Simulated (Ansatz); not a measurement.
Ansatz (a first-principles code) input (B3LYP-D3(BJ)/def2-TZVP):

Ansatz 0.2 input:
```yaml
crystal:
  periodic: [false, false, false]
  atoms:
    - {symbol: Cl, position_ang: [-1.47994384, 0.86769231, -0.06830107]}
    - {symbol: C, position_ang: [-0.01148794, -0.08995728, -0.00514047]}
    - {symbol: Cl, position_ang: [1.48611760, 0.82245226, -0.05504035]}
    - {symbol: H, position_ang: [-0.02535512, -0.69818387, 0.91945230]}
    - {symbol: H, position_ang: [-0.01874980, -0.80640997, -0.84892966]}
basis:
  gaussian:
    orbitals: def2-TZVP
hamiltonian:
  xc: b3lyp
  dispersion: d3bj
total_charge: 1
magnetization: {spin_polarized: true, initial_magnetization: 1}
relax: {f_tol: 0.002, max_steps: 150}
```

End of the output:

```
relax step   6: F+E_penalty+E_count = -26106.10612088 eV  Δ(F+E_penalty+E_count) = -4.363e-6 eV  max|allowed force component| = 2.458e-4 eV/Å  Δτ_max = 0.0003 Å  (32 SCF iters, accepted)
integrals: 0.04 GiB planned
794 factors; their error is unknown
mean field: 0.49 GiB planned
mean field evaluation 96: about -26105.3688 eV, gradient 4.4e0 eV
mean field -26105.92664201 eV, -959.3751088612 hartree, gradient 9.8e-6 eV, S^2 0.752867; 5 other end points of the search recorded, 0 dependent functions left out
the calculation of the forces begins
reference -26105.92685390 eV, -959.3751166479 hartree; 21, 20 occupied and 96, 97 virtual orbitals, 794 factors
Total energy: -26106.10633277 eV, -959.3817123749 hartree
Atom 0 at    -1.483463     0.840442    -0.066911 Å, force    -0.000037     0.000048    -0.000016 eV/Å
Atom 1 at    -0.011029    -0.054277    -0.007132 Å, force    -0.000003     0.000159     0.000052 eV/Å
Atom 2 at     1.488610     0.794897    -0.053458 Å, force     0.000042     0.000048    -0.000016 eV/Å
Atom 3 at    -0.024892    -0.689772     0.904172 Å, force    -0.000003    -0.000112     0.000225 eV/Å
Atom 4 at    -0.018645    -0.795697    -0.834630 Å, force     0.000000    -0.000142    -0.000246 eV/Å
Dipole moment:    -0.006347    -0.406879     0.024761 e Å
```
